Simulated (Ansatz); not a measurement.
# NH₄ (doublet): from Hartree-Fock to the top rungs at distance N1–H4 along a hydrogen transfer = 0.942 Å, 6-31G

Aim: climb from Hartree-Fock through coupled cluster and multireference methods for NH₄ (doublet) at one geometry and basis, and see what each rung misses.

Program: Ansatz 0.2.0, Gaussian basis. Level of theory: 6-31G, core rule «outside noble gas», up to 1 orbitals frozen. These are calculated values, not measurements.

To be run: UHF; CCSD(T) on ROHF; CCSD(T) on UHF; BCCD(T) on ROHF; CISD; CCSDT(Q) on ROHF; CCSDT(Q) on UHF; CISDTQ; CCSDTQ on ROHF; CCSDTQ on UHF; CASSCF and MRCISD+Q, 3 electrons in 3 orbitals; CASSCF and NEVPT2, 3 electrons in 3 orbitals; CASSCF and MRCISD+Q, 9 electrons in 8 orbitals; CASSCF and MRCISD+Q(relaxed), 9 electrons in 8 orbitals; CASSCF and NEVPT2, 9 electrons in 8 orbitals; Full CI.

6 further runs of the same task are left out: 1 for a mislabelled method, 5 that didn't finish.

**1. The geometry**

The geometry derives from fragments relaxed apart (PBE0/def2-TZVP) and kept rigid, so it is no stationary point. A hydrogen atom is moved between rigid fragments.

5 atoms, charge 0, spin multiplicity 2.

Atoms are counted from 1 here; the program's logs count them from 0.

Bond lengths: N1–H2 1.012 Å, N1–H3 1.012 Å, N1–H4 0.942 Å. Angles: H2–N1–H3 107.1°, H2–N1–H4 107.1°, H3–N1–H4 107.1°.

**2. UHF**

Contents of in.yaml:

```yaml
crystal:
  periodic: [false, false, false]
  atoms:
    - {symbol: N, position_ang: [-0.132454, -0.031601, -0.049187]}
    - {symbol: H, position_ang: [-0.429734, 0.936233, -0.049186]}
    - {symbol: H, position_ang: [-0.429733, -0.433900, 0.831073]}
    - {symbol: H, position_ang: [0.809546, -0.031600, -0.049187]}
    - {symbol: H, position_ang: [1.890546, -0.031600, -0.049187]}
basis:
  gaussian: {orbitals: 6-31G}
magnetization: {spin_polarized: true, initial_magnetization: 1}
hamiltonian: {xc: hf}
output: {orbitals: {seedname: orbitals}}
```

Run with:

```bash
ansatz run in.yaml --threads 1 --pin off --events-out ev --progress --plain --max-ram 2393MiB
```

The runs that follow: CCSD(T) on ROHF; CCSD(T) on UHF; BCCD(T) on ROHF; CISD; CCSDT(Q) on ROHF; CCSDT(Q) on UHF; CISDTQ; CCSDTQ on ROHF; CCSDTQ on UHF; CASSCF and MRCISD+Q, 3 electrons in 3 orbitals; CASSCF and NEVPT2, 3 electrons in 3 orbitals; CASSCF and MRCISD+Q, 9 electrons in 8 orbitals; CASSCF and MRCISD+Q(relaxed), 9 electrons in 8 orbitals; CASSCF and NEVPT2, 9 electrons in 8 orbitals; Full CI.

Q: Predict the results of all the runs planned. Wanted: FCI below the RHF energy; RMP2 from FCI; UMP2 from FCI; RCCSD from FCI; RCCSD(T) from FCI; UCCSD(T) from FCI; RCCSDT(Q) from FCI; UCCSDT(Q) from FCI; NEVPT2 pair from FCI.

The runs gave:

| quantity | value |
| --- | --- |
| FCI below the RHF energy | -3.6370 eV |
| RMP2 from FCI | +40.8 kJ/mol |
| UMP2 from FCI | +40.4 kJ/mol |
| RCCSD from FCI | +5.2 kJ/mol |
| RCCSD(T) from FCI | +1.2 kJ/mol |
| UCCSD(T) from FCI | +1.2 kJ/mol |
| RCCSDT(Q) from FCI | 0.0 kJ/mol |
| UCCSDT(Q) from FCI | 0.0 kJ/mol |
| NEVPT2 pair from FCI | +35.9 kJ/mol |
| MRCISD+Q pair from FCI | +2.7 kJ/mol |
| NEVPT2 valence from FCI | +30.0 kJ/mol |
| levels within 1 kcal/mol (43 meV) | RCCSD(T), UCCSD(T), BCCD(T), RCCSDT, UCCSDT, CISDTQ, RCCSDT(Q), UCCSDT(Q), RCCSDTQ, UCCSDTQ, MRCISD+Q pair, MRCISD valence, MRCISD+Q valence, MRCISD+Q(relaxed) valence |
| T1 diagnostic | 0.017 |
| effectively unpaired electrons | 1.02 |

**Reading.** RCCSD(T) misses by +1.2 kJ/mol, 0.3 % of the correlation energy. MRCISD+Q(relaxed) valence falls below full CI: the +Q correction isn't variational, and the cores differ from full CI's. One determinant dominates. Of the multireference levels listed MRCISD+Q valence comes nearest in total energy (+0.5 kJ/mol), which doesn't show that its space is the better one. These misses are within one basis, not against nature; the frozen cores of restricted and unrestricted runs differ, which can shift their rows.
